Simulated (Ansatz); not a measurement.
A nudged elastic band was laid between two geometries of AlH3O + H2 (7 atoms, charge 0, multiplicity 1).

All numbers below come from RKS PBE0/def2-SVP (Ansatz 0.2.0).

- movable images: 9
- climbing image: yes
- spring: 5.0 eV/Å²
- optimiser: quadratic models (default)
- start path: through a guess of the saddle point
- force threshold: 0.03 eV/Å
- iteration limit: 60
- end points: relaxed

First end point:

```xyz
7
Properties=species:S:1:pos:R:3
Al -0.049 -0.118 0.217
O -0.068 -0.573 1.867
H -0.856 -0.715 2.394
H 1.375 -0.084 -0.469
H -1.414 0.093 -0.569
H 0.132 2.259 0.501
H 0.119 1.986 1.215
```

Last end point:

```xyz
7
Properties=species:S:1:pos:R:3
Al 0.031 0.478 -0.145
O -0.036 0.147 1.864
H -0.832 -0.320 2.151
H 1.366 -0.274 -0.595
H -1.380 -0.219 -0.466
H 0.064 2.081 -0.043
H 0.025 0.955 2.390
```

(1) What changes between the two ends?

(2) Give the energies along the band, and the barrier.

(3) What is the geometry of the highest image?

(4) What are the harmonic wavenumbers there?

The band took 10 iterations and of the order of 90 core-seconds.

## Answers

(1) Bonds broken: H6–H7. Bonds formed: Al1–H6, O2–H7. AlH3O + H2 becomes AlH5O.

(2) The run converged. The highest image is number 5 of 0 to 10, 78.3 kJ/mol above the first end and 62.6 kJ/mol above the last; the last end lies 15.7 kJ/mol above the first. A vibrational analysis at the climbing image gives one clearly imaginary mode, 1206i cm⁻¹: a first-order saddle point. The orbitals stay closed-shell, which can raise the energy where a bond breaks towards radicals; this wasn't checked here.

| image | path coordinate (Å) | energy (kJ/mol) | H6–H7 (Å) | Al1–H6 (Å) | O2–H7 (Å) |
| --- | --- | --- | --- | --- | --- |
| 0 | 0.00 | 0.0 | 0.76 | 2.40 | 2.65 |
| 1 | 0.28 | 1.0 | 0.77 | 2.37 | 2.42 |
| 2 | 0.56 | 6.1 | 0.77 | 2.27 | 2.16 |
| 3 | 0.84 | 21.2 | 0.78 | 2.10 | 1.86 |
| 4 | 1.12 | 52.7 | 0.85 | 1.92 | 1.56 |
| 5 | 1.40 | 78.3 | 1.05 | 1.79 | 1.25 |
| 6 | 1.67 | 55.4 | 1.35 | 1.70 | 1.05 |
| 7 | 1.94 | 34.1 | 1.68 | 1.64 | 0.99 |
| 8 | 2.22 | 23.3 | 2.02 | 1.62 | 0.97 |
| 9 | 2.49 | 17.5 | 2.36 | 1.61 | 0.97 |
| 10 | 2.76 | 15.7 | 2.68 | 1.61 | 0.97 |

(3) 
```xyz
7
Properties=species:S:1:pos:R:3
Al 0.012 0.229 0.008
O -0.008 -0.014 1.868
H -0.798 -0.301 2.343
H 1.406 -0.106 -0.661
H -1.406 -0.016 -0.663
H 0.051 1.862 0.730
H -0.020 1.193 1.530
```

(4) 1206i, 409, 454, 567, 605, 731, 768, 800, 1045, 1384, 1770, 1919, 1946, 1969, 3893 cm⁻¹.

Run time: 95 s on 1 thread of Arm Neoverse V2, with other jobs on the host, peak memory 0.1 GiB.
